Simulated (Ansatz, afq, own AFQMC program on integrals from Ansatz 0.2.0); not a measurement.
Integrals from Ansatz 0.2.0, then the random walk in our own AFQMC program (afq).

```yaml
crystal:
  periodic: [false, false, false]
  atoms:
    - {symbol: Al, position_ang: [0.000000, 0.000000, 1.208018]}
    - {symbol: Al, position_ang: [0.000000, 0.000000, -1.247506]}
    - {symbol: H, position_ang: [0.000000, 1.404177, 1.946978]}
    - {symbol: H, position_ang: [0.000000, -1.404176, 1.946978]}
    - {symbol: H, position_ang: [0.000000, 0.000000, -2.836903]}
basis:
  gaussian: {orbitals: cc-pVDZ}
magnetization: {spin_polarized: false, initial_magnetization: 1}
correlation: {method: ccsd_t, electrons: outside_noble_gas, hamiltonian_folder: ham}
```

```sh
$ ansatz run in.yaml --threads 1 --pin off --events-out ev --progress --plain --max-ram 1382MiB
```

afq runs on the folder ham with

```
--method phaseless --trial cisd --walkers 60 --populations 1 --least-time 40 --time-step 0.005 --steps-per-block 50 --equilibration-blocks 28 --max-blocks 300 --target-error 0.00036 --factor-cut 1e-05 --start spin_pure --seed 5416 --release-times 0.24,0.51,0.99,1.62,2.4 --release-step 0.03 --release-every 4 --taylor-order 6
```

Times are imaginary, in 1/Eh. The walk had a cap of 1455 s.

Log:

```
orbitals 41  electrons 5 4  factors 309 of 490
reference energy -485.51555880 Eh
CCSD correlation -0.15604402 Eh in 12 cycles, weight of the determinant in the CISD state 0.8820
energy of the start -485.671603 Eh
 block  time / (1/Eh)  mean weight  energy / Eh
     1     0.250  1.0001  -485.669666
     2     0.500  1.0013  -485.669607
     3     0.750  1.0019  -485.671036
     4     1.000  0.9994  -485.671791
     5     1.250  0.9990  -485.672106
     8     2.000  0.9989  -485.674022
    13     3.250  0.9992  -485.675850
    25     6.250  0.9990  -485.675516
    37     9.250  1.0002  -485.676820
    49    12.250  0.9995  -485.677348
    61    15.250  1.0003  -485.673751
    73    18.250  0.9984  -485.675392
    85    21.250  0.9997  -485.675191
    97    24.250  0.9999  -485.677134
   109    27.250  0.9999  -485.675387
   121    30.250  1.0004  -485.676249
   133    33.250  1.0006  -485.675196
   145    36.250  1.0004  -485.678498
   157    39.250  0.9999  -485.674641
   161    40.250  1.0003  -485.673045
   169    42.250  0.9988  -485.674525
   181    45.250  0.9987  -485.678850
   185    46.250  1.0004  -485.676829
blocks merged  error / Eh  count
     1  0.000130  160
     2  0.000159  80
     4  0.000191  40
     8  0.000232  20
    16  0.000294  10
released: time / (1/Eh)  energy / Eh  error  mean overlap
  0.24  -485.676276  0.000317  1.0016
  0.51  -485.676208  0.000301  1.0040
  0.99  -485.676515  0.000307  1.0049
  1.62  -485.676429  0.000332  1.0185
  2.40  -485.676311  0.000402  1.0179
energy -485.675955 +/- 0.000232 Eh
(rows thinned)
```

The run passed its tests (sampling time, drift between the halves within three errors, error under three times the target), which doesn't prove that it has relaxed.

Against this walk (error 6.3 meV) on the same determinant: CCSD(T) 14.2 meV higher, CCSDT(Q) 23.6 meV lower. The error is statistical and leaves out the bias of the constraint. Released to 2.40 1/Eh the energy moves by -10 ± 13 meV (both errors), within twice the noise. CCSDT(Q) is the surest value here, so the walk's 24 meV above it is most likely the bias of the constraint with this trial, which can have either sign.

Cautions: constraint bias not in the error.

The walk took 5.3 min on 1 thread of Arm Neoverse V1 (shared host). The log's last line is the phaseless energy.

CCSDT and higher add their correlation energy to the determinant of the CCSD(T) run, since their own runs factorise the integrals more tightly (a shift of under 2 meV). A walk keeps the symmetry of its determinant, which the program's search chose and which needn't be the lowest solution, so a lower state of the same spin and another symmetry isn't excluded.
